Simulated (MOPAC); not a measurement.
MOPAC input (MNDO):

```
MNDO PRECISE GNORM=0.05 LET XYZ CHARGE=-1 GEO-OK AUX(PRECISION=9) THREADS=1
C4H4N

H     0.02052304 1    0.05589807 1    2.11750821 1
N     0.01077974 1    0.06690251 1    1.11378704 1
C     0.00317751 1    1.25279840 1    0.37969427 1
C     0.00382693 1   -1.08826299 1    0.34906554 1
C    -0.00941279 1    0.75716324 1   -0.93856272 1
C    -0.00908496 1   -0.67184965 1   -0.96432736 1
H     0.00842667 1   -2.07957621 1    0.78181971 1
H    -0.01825489 1    1.38383848 1   -1.82374512 1
H    -0.01719313 1   -1.32757185 1   -1.82731044 1
```

### Question
What heat of formation does the run end on?

### Answer
67.99 kcal/mol.
